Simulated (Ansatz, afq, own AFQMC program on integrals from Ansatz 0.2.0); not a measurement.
Mo, septet → Mo⁺, sextet

A free Mo atom.

E(sextet, charge +1) − E(septet, charge +0) at this geometry, on UHF and UHF determinants.

Basis def2-TZVPP with its core potentials. Only valence electrons are correlated. Integrals, coupled cluster, full CI and functionals: Ansatz 0.2.0; the random walks run on the same integrals in our own AFQMC program. The CISD trial takes its coefficients from CCSD amplitudes. Released means that phaseless walkers are propagated on without the constraint, phases kept. Uncertainties: one standard error, sampling alone. No spin–orbit coupling. The metal's outer-core s and p shells are frozen, which shifts wave-function levels against functionals. The errors of all members are added in quadrature.

No full CI on the walks' own integrals is used here; CCSDT(Q) serves as the reference and is uncertain by about the last step of the cluster series. Each member takes its own surest rung, up to full CI.

Errors are counted within def2-TZVPP, not against nature.

Cautions: no spin-orbit coupling; outer-core shells of the metal frozen; Mo (septet): the released energies have errors that jump between times, so the bars are unsure, so no released level is given (meV from the phaseless value at times in 1/Eh: -5.2 ± 0.8 at 0.60, -6.8 ± 0.6 at 1.20, -9.3 ± 0.9 at 2.00, -8.9 ± 0.8 at 3.00, -10.3 ± 1.0 at 4.20), though the last usable value meets CCSDT(Q) within the noise.

Reference (CCSDT(Q)): 158.1 kcal/mol.

```csv
level,vertical ionization energy (kcal/mol),error against CCSDT(Q) (kcal/mol)
HF,144.6,-13.5
MP2,156.8,-1.3
CCSD,157.4,-0.7
CCSD(T),158.0,-0.1
CCSDT,158.1,0.0
ph-AFQMC/HF,158.7 ± 0.4,0.6 ± 0.4
ph-AFQMC/CISD,158.0 ± 0.02,-0.1 ± 0.02
```

Correlation beyond CCSD(T) adds 0.1 kcal/mol. The perturbative (T) step is worth +0.7 kcal/mol.

A walk keeps the symmetry of its determinant, which the program's search chose and which needn't be the lowest solution, so a lower state of the same spin and another symmetry isn't excluded.
